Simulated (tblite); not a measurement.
Isomers of C3H6ClO (doublet state). Computed with GFN2-xTB (tblite): harmonic, unscaled wavenumbers at the GFN2-xTB geometry, gas phase. Errors from tens to a few hundred cm⁻¹ against measured bands are possible. One conformer each. Open shells enter through the occupations alone, without spin polarisation, and single modes of such species can be off by tens of per cent.

Electronic energies: GFN2-xTB at the same geometries; isomer energies are rough at this level and their order can be wrong.

| SMILES | electronic energy, lowest = 0 (kcal/mol) |
| --- | --- |
| C[C](Cl)CO | 0.0 |
| [O]CCCCl | 13.8 |
| [CH2][C@@H](Cl)CO | 9.6 |

How do GFN2-xTB zero-point energies change the relative energies?

| SMILES | ZPE (kcal/mol) | of it from modes above 1550 cm⁻¹ | electronic (kcal/mol) | with ZPE, lowest = 0 (kcal/mol) | lowest mode (cm⁻¹) | rings |
| --- | --- | --- | --- | --- | --- | --- |
| C[C](Cl)CO | 52.1 | 26.2 | 0.0 | 0.0 | 43 | 0 |
| [CH2][C@@H](Cl)CO | 51.6 | 26.6 | 9.6 | 9.0 | 115 | 0 |
| [O]CCCCl | 53.0 | 25.0 | 13.8 | 14.6 | 123 | 0 |

The zero-point energies span 1.4 kcal/mol, from `[CH2][C@@H](Cl)CO` to `[O]CCCCl`. The order is unchanged.

What do entropy and thermal enthalpy add at 298.15 K and 1 bar (rigid rotor, harmonic oscillator, one conformer each)?

```
           SMILES  point group  symmetry number  S (cal/(mol K))  H − H(0) (kcal/mol)  ZPE + H − H(0) − TS (kcal/mol)
       C[C](Cl)CO           C1                1             85.2                 4.95                            31.7
[CH2][C@@H](Cl)CO           C1                1             80.5                 4.71                            32.3
         [O]CCCCl           C1                1             76.5                 4.07                            34.2
```

S holds R ln(2S + 1) for the spin.
